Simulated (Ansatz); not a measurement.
# B (B, alpha-rhombohedral (B12)): the cost of one run

Program: Ansatz 0.2.0. Level of theory: DFT LDA (PW92), plane waves (420 eV) with PAW, scalar-relativistic; the PAW data stem from PBE, with regenerated cores. These are calculated values, not measurements.

The COD entry's cell or inner coordinates are ideal or old and differ from later refinements, so a difference from it is no clean test against experiment.

## 1. The structure to begin with

The structure is trigonal, space group R-3m (No. 166). Conventional cell: a = 4.908 Å, b = 4.908 Å, c = 12.567 Å, α = 90.00°, β = 90.00°, γ = 120.00°. B (site symmetry m) is surrounded by 6 B at 1.71 to 1.79 Å. B (site symmetry m) is surrounded by 7 B at 1.78 to 2.02 Å.

Structure file:

```
B
1.0
     2.45400    1.41682    4.18900
    -2.45400    1.41682    4.18900
     0.00000   -2.83364    4.18900
B
12
Direct
  0.01040 0.65730 0.01040
  0.01040 0.01040 0.65730
  0.65730 0.01040 0.01040
  0.98960 0.34270 0.98960
  0.34270 0.98960 0.98960
  0.98960 0.98960 0.34270
  0.22060 0.63230 0.22060
  0.22060 0.22060 0.63230
  0.63230 0.22060 0.22060
  0.77940 0.36770 0.77940
  0.36770 0.77940 0.77940
  0.77940 0.77940 0.36770
```

## 2. Relaxing cell and atoms

input.yaml reads:

```yaml
crystal:
  lattice:
    - [2.4540015844, 1.4168184754, 4.189]
    - [-2.4540015844, 1.4168184754, 4.189]
    - [0.0, -2.8336369507, 4.189]
  atoms:
    - { symbol: B, position: [0.0104, 0.6573, 0.0104] }
    - { symbol: B, position: [0.0104, 0.0104, 0.6573] }
    - { symbol: B, position: [0.6573, 0.0104, 0.0104] }
    - { symbol: B, position: [0.9896, 0.3427, 0.9896] }
    - { symbol: B, position: [0.3427, 0.9896, 0.9896] }
    - { symbol: B, position: [0.9896, 0.9896, 0.3427] }
    - { symbol: B, position: [0.2206, 0.6323, 0.2206] }
    - { symbol: B, position: [0.2206, 0.2206, 0.6323] }
    - { symbol: B, position: [0.6323, 0.2206, 0.2206] }
    - { symbol: B, position: [0.7794, 0.3677, 0.7794] }
    - { symbol: B, position: [0.3677, 0.7794, 0.7794] }
    - { symbol: B, position: [0.7794, 0.7794, 0.3677] }
hamiltonian:
  xc: lda
  pseudopotentials:
    kind: paw
    azcp:
      B: "pseudopotentials/B.paw.azcp"
basis:
  ecutwfc: 420
  fft_grid_basis: typed
kpoints:
  mp_grid: { grid: [4, 4, 4], shift: [0, 0, 0] }
magnetization:
  spin_polarized: false
scf:
  occupations: { method: fermi_dirac, width: 0.05 }
relax:
  max_steps: 60
  f_tol: 0.01
  cell: {}
```

**Question.** How long does this run take on 8 threads of an x86-64 CPU, shared host, and how much memory does it need?

About 5.4 s, with a peak of 0.58 GiB.
